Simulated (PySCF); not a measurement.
Compound: C5H5O (doublet state).
Cartesian coordinates in Å at the GFN2-xTB level; atoms count from 1:
```xyz
11
C5H5O angstrom
C     -2.487    0.134    0.335
C     -1.501   -0.049   -0.673
O     -1.769   -0.205   -1.867
C     -0.143   -0.040   -0.192
C      1.016   -0.044    0.136
C      2.391   -0.045    0.568
H     -2.213    0.262    1.367
H     -3.528    0.138    0.061
H      2.770   -1.067    0.571
H      2.475    0.369    1.572
H      2.993    0.549   -0.119
```

The hyperfine couplings belong to this conformer and change with its torsions.

As a line formula: `[CH2]C(=O)C#CC` [radical].

Theory: PySCF, UKS B3LYP, pcH-1 on C H O, non-relativistic, mean-field spin-orbit, GIAO. One conformer (not necessarily the lowest) at the GFN2-xTB geometry, without solvent, vibrations or thermal averaging. A GFN2-xTB geometry isn't a minimum of the functional, and hyperfine couplings can be far from their values at a DFT geometry. No stability test was run, so a lower SCF solution isn't excluded.

Principal values of hyperfine tensors in MHz (contact and dipolar terms together), for some of the nuclei:

```csv
atom,isotope,A1,A2,A3
C1,13C,1.89,2.56,201.16
H7,1H,-85.50,-55.19,-19.77
C2,13C,-59.65,-38.29,-31.58
O3,17O,-115.90,27.85,28.79
H9,1H,0.59,0.63,2.00
C4,13C,-2.35,-0.60,-0.13
C5,13C,-2.16,-0.44,-0.23
H10,1H,-0.93,-0.87,0.59
```

Split each tensor into its isotropic and traceless parts, and turn a_iso into mT with g = 2.0050.

a_iso is a third of the trace, T = A − a_iso, and a(mT) = a(MHz)/(g × 13.996).

| atom | a_iso (MHz) | a_iso (mT) | T1 | T2 | T3 |
| --- | --- | --- | --- | --- | --- |
| C1 | 68.54 | 2.442 | -66.65 | -65.98 | 132.63 |
| H7 | -53.49 | -1.906 | -32.01 | -1.71 | 33.72 |
| C2 | -43.18 | -1.539 | -16.48 | 4.88 | 11.60 |
| O3 | -19.75 | -0.704 | -96.14 | 47.60 | 48.55 |
| H9 | 1.07 | 0.038 | -0.48 | -0.44 | 0.92 |
| C4 | -1.03 | -0.037 | -1.32 | 0.42 | 0.90 |
| C5 | -0.95 | -0.034 | -1.21 | 0.50 | 0.71 |
| H10 | -0.40 | -0.014 | -0.52 | -0.47 | 0.99 |

What spin density at the nucleus of C1 lies behind its contact coupling (g_N = 1.40482)?

a_FC = 800.24 MHz bohr³ × g_N × ρ(0)/(2S). With a_FC = 68.54 MHz and 2S = 1, ρ(0) = 0.06097 bohr⁻³.

H8 (1H, g_N = 5.58569) isn't in the table. Its spin density at the nucleus is -0.0117 bohr⁻³. What is its contact coupling?

By the same relation, a_FC = -52.3 MHz. Its full tensor has the principal values -82.41, -54.58, -19.96 MHz.

Which nucleus of the table has the largest anisotropic coupling, and what is its form?

C1: -66.6, -66.0, 132.6 MHz, axial, in the ratio −1:−1:+2, the form that spin in one p orbital centred on that nucleus gives.

What first-order splitting does C2 cause when the field lies along A1, A2 or A3 of its tensor (g taken as isotropic, no quadrupole term)?

2 lines (I = 1/2), spaced by |A_i|/(g × 13.996): 2.13, 1.36, 1.13 mT along the axes of A1, A2 and A3.
